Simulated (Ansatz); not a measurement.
## fcc Nb (model structure)

Computed with r²SCAN-D4 (Ansatz, a first-principles code, plane waves, PAW).

Run with plane-wave cutoff 500 eV, 30×30×30 k mesh, Fermi–Dirac smearing 0.1 eV, no spin polarisation, scalar-relativistic PAW data made under PBE.

Cell (relaxed at this level):

```cif
data_Nb4
_chemical_formula_sum 'Nb4'
_space_group_name_H-M_alt 'Fm-3m'
_space_group_IT_number 225
_space_group_name_Hall '-F 4 2 3'
_cell_length_a 4.20667
_cell_length_b 4.20667
_cell_length_c 4.20667
_cell_angle_alpha 90.000
_cell_angle_beta 90.000
_cell_angle_gamma 90.000
loop_
_atom_site_label
_atom_site_type_symbol
_atom_site_symmetry_multiplicity
_atom_site_Wyckoff_symbol
_atom_site_fract_x
_atom_site_fract_y
_atom_site_fract_z
_atom_site_occupancy
Nb1 Nb 4 a 0.00000 0.00000 0.00000 1
```
(The calculation used a cell of 1 atom; values per cell refer to that cell.)

```yaml
band_gap: none
```

Note: the relaxation could raise the start's symmetry but not lower it, so the cell can be a saddle point.

Spin–orbit coupling is not included.

Computed values are for the static lattice.

A model structure was made by putting elements into a prototype or built by hand; it is no filed structure, need not be a known phase, and can be a saddle point held by its symmetry.
